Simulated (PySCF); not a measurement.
# CH2O: the cost of one run

The runs use PySCF 2.14.0, with density-fitted response routines of our own; the level of theory stands in each step. All values are computed, except where a source is named. Atoms are numbered from 0 throughout.

## (1) The starting structure

4 atoms, charge 0, multiplicity 1; geometry from: GFN2-xTB. The atoms were then displaced at random by about 0.01 Å, so the start is not that level's minimum.

Bonds of the start (Å): C0–O1 1.16, C0–H2 1.11, C0–H3 1.12.

## (2) Optimising the geometry at PBE0-D3(BJ)/def2-TZVP

The job: settings as JSON, then the geometry in Å.

```
{"job": {"xc": "PBE0", "basis": "def2-TZVP", "d3": "d3bj", "grid": 2, "shake": 0.01, "kind": "geom"}, "charge": 0, "multiplicity": 1}
C      0.023580    -0.024540    -0.001750
O      1.170860    -0.213740    -0.016710
H     -0.768640    -0.808510    -0.004830
H     -0.387810     1.021410    -0.009720
```

Started as:

```sh
$ OMP_NUM_THREADS=1 python probes_run.py task.json out
```

The driver reads the jobs from task.json and runs them one after another.

Q: Estimate the wall time and peak memory of this first job on 1 thread of Arm Neoverse N1, shared host.

About 14 s, with a peak of 0.32 GiB.
